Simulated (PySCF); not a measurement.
**O: electron affinity**

O⁻ [He] 2s2 2p5 (2P) → O [He] 2s2 2p4 (3P), as a difference of total energies. All numbers are calculated (PySCF 2.14, the non-relativistic Hamiltonian (point nucleus), in def2-QZVPPD (8s5p4d2f1g, 66 functions)). Correlated levels: valence: 1s2 frozen; valence and next inner shell: nothing frozen. The calculations carry no spin-orbit coupling.

```csv
method,electron affinity (eV),error (eV)
UHF,-0.576,-2.037
LDA,2.072,+0.611
PBE,1.790,+0.329
PBE0,1.391,-0.070
r2SCAN,1.516,+0.055
HSE06,1.397,-0.064
B2PLYP,1.510,+0.049
r2SCAN0,1.235,-0.226
wB97X,1.484,+0.023
MP2 (valence),1.444,-0.017
SCS-MP2 (valence),1.418,-0.043
MP2 (valence and next inner shell),1.449,-0.012
SCS-MP2 (valence and next inner shell),1.420,-0.041
```

Reference: 1.461 eV (measured; photodetachment measurements, as compiled on the Wikipedia data page of electron affinities).

Errors of the correlated levels include the incompleteness of this basis and the frozen core.

A negative affinity means that the anion lies above the atom at that level of theory.

In the anion the highest occupied orbital energy is positive at LDA, PBE, PBE0, r2SCAN, HSE06, r2SCAN0, a self-interaction effect; the basis confines that electron, and the energy difference can still be sensible.
